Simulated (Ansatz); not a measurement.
Total energies of `FP(F)(F)(F)F`.

Cartesian coordinates in Å:
```
F 0.562 0.401 -1.379
P 0.000 0.000 0.000
F -0.799 1.021 0.834
F 1.337 0.486 0.686
F 0.237 -1.423 0.545
F -1.337 -0.486 -0.686
```

Charge 0, multiplicity 1. The geometry is a stationary point of PBE0-D4/def2-TZVP. Basis def2-TZVPP, Ansatz 0.2.0.

RPA on PBE orbitals: Hartree–Fock energy of these orbitals -838.26004 Eh, correlation -2.07211 Eh (frozen core).

```csv
functional,energy without D4 (Eh),D4 term (kJ/mol)
r2SCAN,-840.76196,-2.6
B97M-V,-840.71415,–
```

(1) Give the same for LDA (SPW92), PBE, revPBE, BLYP, PBE0, B3LYP, r2SCANh, r2SCAN0, HSE06 (plane-wave form), BHLYP, CAM-B3LYP, LC-ωPBE, ωB97X-V, ωB97M-V, B2PLYP, PBE-QIDH. (An estimate is asked.)

B3LYP takes the VWN-RPA correlation (the form of Gaussian; ORCA's B3LYP/G). HSE06 is the plane-wave form, built on full-range PBE exchange. The double hybrids freeze the cores in their second-order part.

Answers

(1) Computed: 
| functional | energy without D4 (Eh) | D4 term (kJ/mol) |
| --- | --- | --- |
| LDA (SPW92) | -836.58987 | – |
| PBE | -840.35238 | -11.4 |
| revPBE | -840.72379 | -41.1 |
| BLYP | -840.93687 | -26.3 |
| PBE0 | -840.37972 | -9.3 |
| B3LYP | -840.98925 | -18.4 |
| r2SCANh | -840.73270 | -2.7 |
| r2SCAN0 | -840.69043 | -3.0 |
| HSE06 (plane-wave form) | -840.35387 | -8.6 |
| BHLYP | -840.80150 | -12.7 |
| CAM-B3LYP | -840.88805 | -9.2 |
| LC-ωPBE | -840.61430 | – |
| ωB97X-V | -840.75843 | – |
| ωB97M-V | -840.85572 | – |
| B2PLYP | -840.60355 | – |
| PBE-QIDH | -840.24754 | – |

LC-ωPBE has ω = 0.4 bohr⁻¹.
